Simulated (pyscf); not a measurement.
**Routes from `[NH2][SiH]([Cl])[Cl]` + `[SiH4]`**

Candidate steps break at most two bonds and form at most two. Each was searched with GFN2-xTB (tblite) first. Optimised with ωB97X-D3(BJ)/def2-SVP in PySCF. Energies: ωB97M-D3(BJ)/def2-TZVP, kcal/mol, from the separated reactants, singlet surface; ΔG‡ with ideal gas, 1 atm, RRHO with modes under 100 cm⁻¹ raised to 100, one conformer, R ln 2 for chiral ones without a mode under 150 cm⁻¹.

```json
[
 {"products": "H₃Si–NH–SiH(Cl)–Cl + H₂", "type": "four-centre exchange", "ΔE‡": "47.7", "ΔE": "-6.9", "ΔG‡ 298 K": "56.9", "ΔG‡ 900 K": "78.9", "ν‡ (cm⁻¹)": "1424i"},
 {"products": "H₂N–Si(SiH₃)(Cl)–Cl + H₂", "type": "four-centre exchange", "ΔE‡": "72.7", "ΔE": "+7.0", "ΔG‡ 298 K": "82.5", "ΔG‡ 900 K": "103.0", "ν‡ (cm⁻¹)": "1326i"}
]
```

Plain bond fissions and candidates not yet searched are not listed, and one of them may be faster. Each barrier is that of the saddle found; lower ones may exist.
